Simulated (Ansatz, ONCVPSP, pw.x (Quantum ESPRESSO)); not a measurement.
## What a changed setting does to a pw.x run (diamond Si)

Potential: optimised norm-conserving Vanderbilt (ONCV), ONCVPSP 4.0.1.1 (patched build), PBE; core [Ne], reference 3s2 3p1; waves: 3s: rc 1.85 bohr, ncon 3, nbas 6, qcut 3.6 1/bohr, 2 projectors, debl 0.4 Ha; 3p: rc 2.25 bohr, ncon 3, nbas 7, qcut 3.7 1/bohr, 2 projectors, debl 1 Ha; local part: polynomial inside 1.20 bohr (lpopt 4, dvloc0 0 Ha); core correction: polynomial model core, fcfact 0.75. In the s channel the program set the typed energies aside and used -0.700, 0.250 Ha.

The reference run (k-mesh 8³, cutoffs 60/240 Ry, Fermi–Dirac 0.01 Ry, mixing_beta 0.4, conv_thr 1e-9, no spin) gives 0.70 GPa at 20.463 Å³/atom, where all-electron LAPW gives -0.05 GPa. This run, with its own iteration cap, changes k-mesh shift to 1.

```
&control
  calculation='scf', prefix='x', pseudo_dir='./', outdir='./tmp', tstress=.true., disk_io='none'
/
&system
  ibrav=0, nat=2, ntyp=1, ecutwfc=60, ecutrho=240, nbnd=11,
  occupations='smearing', smearing='fd', degauss=0.01
/
&electrons
  conv_thr=1e-09, mixing_beta=0.4, electron_maxstep=50
/
ATOMIC_SPECIES
Si 1.0 Si.UPF
CELL_PARAMETERS angstrom
  0.00000000 2.73520428 2.73520428
  2.73520428 0.00000000 2.73520428
  2.73520428 2.73520428 0.00000000
ATOMIC_POSITIONS crystal
Si 0.0000 0.0000 0.0000
Si 0.2500 0.2500 0.2500
K_POINTS automatic
8 8 8 1 1 1
```

```bash
pw.x < Si.scf.in > Si.scf.out
```

Problem. How does the run end?

Solution. It converges in 7 iterations; the free energy moves by -1.8 meV/atom and the pressure by +0.00 GPa.

```
Message from routine setup:
     using ibrav=0 with symmetry is DISCOURAGED, use correct ibrav instead
     lattice parameter (alat)  =       7.3098  a.u.
     unit-cell volume          =     276.1823 (a.u.)^3
     number of electrons       =         8.00
     number of Kohn-Sham states=           11
     kinetic-energy cutoff     =      60.0000  Ry
     charge density cutoff     =     240.0000  Ry
     scf convergence threshold =      1.0E-09
     Exchange-correlation= PBE
     number of k points=    60  Fermi-Dirac smearing, width (Ry)=  0.0100
     iteration #  1     ecut=    60.00 Ry     beta= 0.40
     total energy              =     -22.84486646 Ry
     estimated scf accuracy    <       0.06468953 Ry
     iteration #  2     ecut=    60.00 Ry     beta= 0.40
     total energy              =     -22.84035635 Ry
     estimated scf accuracy    <       0.01951187 Ry
     iteration #  3     ecut=    60.00 Ry     beta= 0.40
     total energy              =     -22.84143025 Ry
     estimated scf accuracy    <       0.00046178 Ry
     iteration #  4     ecut=    60.00 Ry     beta= 0.40
     total energy              =     -22.84147078 Ry
     estimated scf accuracy    <       0.00000263 Ry
     iteration #  5     ecut=    60.00 Ry     beta= 0.40
     total energy              =     -22.84147219 Ry
     estimated scf accuracy    <       0.00000028 Ry
     iteration #  6     ecut=    60.00 Ry     beta= 0.40
     total energy              =     -22.84147224 Ry
     estimated scf accuracy    <       0.00000001 Ry
     iteration #  7     ecut=    60.00 Ry     beta= 0.40
     the Fermi energy is     6.3452 ev
!    total energy              =     -22.84147224 Ry
     estimated scf accuracy    <          7.3E-10 Ry
     smearing contrib. (-TS)   =      -0.00017547 Ry
     The total energy is F=E-TS. E is the sum of the following terms:
     one-electron contribution =       4.90170431 Ry
     hartree contribution      =       1.11541135 Ry
     xc contribution           =     -12.18355835 Ry
     ewald contribution        =     -16.67485408 Ry
     convergence has been achieved in   7 iterations
          total   stress  (Ry/bohr**3)                   (kbar)     P=        6.99
     Message from routine punch:
     Nothing written, as per user request (disk_io='none')
```

The run took about 36 s on one core of a shared host (Neoverse-N1, 64 threads, 124 GiB, load 60).
